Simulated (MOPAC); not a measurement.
MOPAC input (AM1):

```
AM1 PRECISE GNORM=0.05 LET XYZ CHARGE=1 GEO-OK AUX(PRECISION=9) THREADS=1
H3S

S     0.10491123 1   -0.00079548 1    0.04460729 1
H    -0.32425306 1    0.99411402 1   -0.77358955 1
H    -0.34497428 1   -0.99733403 1   -0.76036906 1
H    -1.00935239 1    0.01594770 1    0.82024201 1
```

Task: What heat of formation does the run end on?

Result: 181.87 kcal/mol.
